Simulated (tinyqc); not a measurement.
Worked calculation: Hueckel theory of the pi electrons, for the molecule c1c[cH+]1 (SMILES; centres numbered as the heavy atoms are written). One step of it, computed by the program tinyqc.

Question. Energy, charges, bond orders. E = sum n x; q_r = z_r - P_rr; bond order p = P_rs; free valence = sqrt(3) - sum of p over the bonds of the atom.

x values: 2.000000  -1.000000  -1.000000

occupations: 2.000000  0.000000  0.000000

charge and bond-order matrix P:
```
          1C        2C        3C
1C  0.666667  0.666667  0.666667
2C  0.666667  0.666667  0.666667
3C  0.666667  0.666667  0.666667
```

Centres:
```
centre  z_r, pi electrons of the neutral centre         h
1C                                            1  0.000000
2C                                            1  0.000000
3C                                            1  0.000000
```

Bonds:
```
i  j  k
1  2  1
2  3  1
3  1  1
```

Give: pi energy = 2 alpha + this times beta; pi charges; Bond orders and lengths from R = 1.517 - 0.180 p; free valence of the carbons; gap between the highest filled and the next level.

Answer.

pi energy = 2 alpha + this times beta = 4.000

pi charges: 1C 0.333, 2C 0.333, 3C 0.333

Bond orders and lengths from R = 1.517 - 0.180 p (angstrom, C-C alone):
```
bond      p      R
1-2   0.667  1.397
2-3   0.667  1.397
3-1   0.667  1.397
```

free valence of the carbons: 1C 0.399, 2C 0.399, 3C 0.399

gap between the highest filled and the next level = 3.000 |beta|
